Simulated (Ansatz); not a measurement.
An Ansatz input:

```yaml
crystal:
  lattice:
    - [3.7899016897, 0.0, 0.0]
    - [-1.8949508448, 3.2821511412, 0.0]
    - [0.0, 0.0, 12.0339470668]
  atoms:
    - { symbol: La, position: [1.0, 1.0, 0.0], spin: 1.0 }
    - { symbol: La, position: [1.0, 1.0, 0.5], spin: 1.0 }
    - { symbol: La, position: [0.3333333333, 0.6666666667, 0.75], spin: 1.0 }
    - { symbol: La, position: [0.6666666667, 0.3333333333, 0.25], spin: 1.0 }
hamiltonian:
  xc: r2scan
  pseudopotentials:
    kind: paw
    azcp:
      La: "pseudopotentials/La.paw.azcp"
basis:
  ecutwfc: 500
  fft_grid_basis: typed
kpoints:
  mp_grid: { grid: [13, 13, 4], shift: [0, 0, 0] }
magnetization:
  spin_polarized: true
scf:
  occupations: { method: fermi_dirac, width: 0.05 }
```

Terminal output

```
Engine: ansatz 0.2.0, aarch64-unknown-linux-gnu
Pseudopotentials: kind: paw
Pseudopotential: La, paw, valence charge 11, recommended cutoff 500 eV (meta_gga) 
Functional definition: r2SCAN
  parameter k0 = 0.174
  parameter k1 = 0.065
  parameter a1 = 4.9479
  exchange = r2scan_x(k0 = k0, k1 = k1, a1 = a1)
  correlation = r2scan_c
Crystal: 4 atoms, lattice volume = 149.691 Å³
Basis set: ecut = 500 eV, 3775 PW (Γ), exchange–correlation on 120×120×360 points (64 copies of the dense FFT grid, shifted against one another)
Bands: 29, of which v1, the nominal top of the filled ones, is band 22 counted from 1 (21 counted from 0)
Symmetry: 24 space group operations
Space group: P63/mmc (ITA 194), of the structure as read, at distance tolerance 5.3e-5 Å
Magnetic group: BNS 194.263 (UNI 1493), of the structure as read, at distance tolerance 5.3e-5 Å
k-points: 63 of 676
Non-local potential: La, projectors of the file, l = 0: 3, l = 1: 2, l = 2: 2, l = 3: 3
PAW form: soft (Blöchl's): semilocal exchange-correlation on the pseudo side does not see the compensation charge
PAW frozen core: La, regenerated for the run's functional (the file was generated under x = pbe(κ = 0.804, μ = 0.2195149727645171), c = pbe(β = 0.06672455060314922))
PAW one-centre angular grid: La, 974 points (default); XC on 160 Gauss nodes
Initial density: superposition of atomic densities (chi_scale 0.1, normalization cell)
Starting moments: Σ|m| = 4 μB on 4 of 4 sites
Initial wavefunctions: pseudopotential atomic-orbital guess
Functional: x = r2scan, c = r2scan; τ floored in thin density (d = 2e-4 eV/Å³)
iter 1 solved again at ethr=2.60e-3 eV; its pass at ethr=3.10e-3 eV (dr2=1.15e0 eV) is discarded
SCF iter   1: F=—  HF=-25057.954796 eV  |F-HF|=—  |Δ(HF+E_count)|=         —  Δρ=2.18e-2 (↑2.18e-2 ↓9.99e-3)  dr2=1.22e0  dr2_τ=9.83e-3  dr2_m=1.62e-1  M=1.961 μB ∫|m|=1.961 μB  β_m=0.59  ethr=2.60e-3  ⟨swp⟩=2.7  Hψ=26483  notcnv=0
Mixer restart at iter 1: flushing history
spin=Collinear: Kerker preconditioning applied to the charge; magnetization (m = ρ↑ − ρ↓) channel mixes plain (no charge-response kernel on spin).
SCF iter   2: F=—  HF=-25058.390843 eV  |F-HF|=—  |Δ(HF+E_count)|=   4.36e-1  Δρ=1.31e-2 (↑1.31e-2 ↓8.04e-3)  dr2=6.04e-1  dr2_τ=3.48e-3  dr2_m=3.99e-2  M=1.649 μB ∫|m|=1.649 μB  β_m=0.59  ethr=2.60e-3  ⟨swp⟩=3.2  Hψ=6056  notcnv=0  κ⁻¹=1.0e0(r=1)
...
SCF iter  20: F=—  HF=-25058.733629 eV  |F-HF|=—  |Δ(HF+E_count)|=   2.55e-7  Δρ=7.78e-7 (↑7.78e-7 ↓6.47e-7)  dr2=1.16e-9  dr2_τ=1.25e-11  dr2_m=5.43e-10  M=0.001 μB ∫|m|=0.001 μB  β_m=1.00  ethr=6.78e-12  ⟨swp⟩=4.2  Hψ=9905  notcnv=0  defer=8  κ⁻¹=5.5e-5(r=8)
SCF iter  21: F=—  HF=-25058.733629 eV  |F-HF|=—  |Δ(HF+E_count)|=   3.12e-8  Δρ=5.19e-7 (↑5.19e-7 ↓2.94e-7)  dr2=8.76e-10  dr2_τ=4.81e-12  dr2_m=1.33e-10  M=0.000 μB ∫|m|=0.001 μB  β_m=0.33  ethr=2.64e-12  ⟨swp⟩=4.3  Hψ=9705  notcnv=0  defer=8  κ⁻¹=3.2e-4(r=8)
SCF iter  22: F=—  HF=-25058.733629 eV  |F-HF|=—  |Δ(HF+E_count)|=   4.51e-9  Δρ=3.39e-7 (↑3.39e-7 ↓3.31e-7)  dr2=2.96e-10  dr2_τ=2.88e-12  dr2_m=1.20e-10  M=0.000 μB ∫|m|=0.000 μB  β_m=1.00  ethr=1.99e-12  ⟨swp⟩=6.1  Hψ=17973  notcnv=0  κ⁻¹=2.3e-5(r=8)
SCF iter  23: F=-25058.733629 eV  HF=-25058.733629 eV  |F-HF|=2.04e-10  |Δ(HF+E_count)|=   1.74e-9  Δρ=1.91e-7 (↑1.91e-7 ↓1.53e-7)  dr2=2.97e-11  dr2_τ=8.84e-13  dr2_m=3.76e-11  M=0.000 μB ∫|m|=0.000 μB  ethr=1.00e-12  ⟨swp⟩=3.2  Hψ=9240  notcnv=0
SCF 1 converged in 23 iterations: F = -25058.733629 eV  dr2 = 2.97e-11
WARN: the starting moments were not kept: the SCF closed with an absolute magnetisation of 1.3e-4 μB, where they sum to 4 μB in size (4 sites). That is at most 0.1 of that sum. Measured as dr2_m measures the in/out step, that magnetisation stands 4.2e-10 eV from none, at or under the dr2_threshold of 1.0e-7 eV: it is no larger than a step whose dr2_m would equal this threshold. The system may hold no moment; this SCF shows only that its start led to no more than that. To try another start: raise the starting moments (crystal.atoms[].spin, magnetization.per_species, magnetization.initial_magnetization, or on a non-collinear deck that types none of these the spinor_matrix: blocks that start its atoms; where the total moment is fixed, keep their sum and leave initial_magnetization as it is; typed ones take the place of any that the run laid by itself, positive ones on a crystal's lanthanoids without a Hubbard term where scf.initial_density.shell_occupations: [] is typed) or, if the notice of its spin-set hold's release reads "site moments contracting" or "site moments show no strong build", lengthen the hold (scf.mixing.spin_hold: { on: { confirm: 4 } }; for m-r²SCAN on two components see the key's manual first). Each may lead to a state that holds a moment. A second SCF, from the converged charge density, with the starting moments and any scf.initial_density.shell_occupations laid on it anew, would have followed, and was not run: the deck does not ask for one (magnetization.retry_lost_moments is false, the default). To let it run, set magnetization.retry_lost_moments: true and run the deck again, where that key's refused combinations let it; where memory then withholds it, that run's warning says so.
this state was not tested for a lower state beside it, because the mixer in use, unlike msr1, does not test its closes by its own steps (another_mixer; see scf.mixing.algorithm and scf.lower_state_search)
SCF converged after 23 iterations
Magnetization: 0.0001 μB (22.0000 up, 22.0000 down)
Absolute magnetization: 0.0001 μB (∫|ρ↑−ρ↓|, with the PAW one-centre terms)
Spin contamination: 0.0000 ħ² per cell (⟨S²⟩ above its minimum at these occupations)
Per-site moments (μB) at R_I (Å): [(2.2720368575179938e-5, 1.5345209333847198), (2.2720368575182476e-5, 1.5345209333847205), (-4.01305863616111e-6, 1.5345209333847198), (-4.013058636177684e-6, 1.5345209333847205)]
Free energy (F): -25058.733629 eV
Harris-Foulkes:  -25058.733629 eV  (|F-HF|=2.04e-10)
Internal energy: -25058.683060 eV  (E = F + TS)
E sigma→0 (E₀):  -25058.708345 eV
Entropy (-TS):   -0.050569 eV (-12.642 meV/atom)
Fermi energy:    11.046637 eV
--- Per-component energies (eV) ---
  E_band       = -209.162710
  E_kinetic    = 770.477003
  E_local      = -1338.607193  (includes V_loc(G=0)·N_el)
  E_nonlocal   = 371.268934
  E_hartree    = 421.025086
  E_xc         = -527.299419
  E_vxc        = -640.739073  (∫ρ·V_xc dr)
  E_paw        = -21747.176650  (= ΣΔE_a)
  E_vpaw       = -246.952615  (= ΣTr[D̂ρ^β])
  E_aug_tail   = 0.000000  (compensation charges beyond the density's cutoff)
  E_vtau       = 33.340056  (kinetic-family band-sum trace: ∫τ·v_τ [+ j·A + Jᵃ·Aᵃ] dr)
  E_ewald      = -3008.644871
  E_core_change = 0.274050  (= ΣΔE_core)
  E_smearing   = -0.050569  (= −TS)
  E_closure    = 0.000000  (closes the sum)
  Σ components = -25058.733629   (vs F -25058.733629, Δ=0.00e0)
```
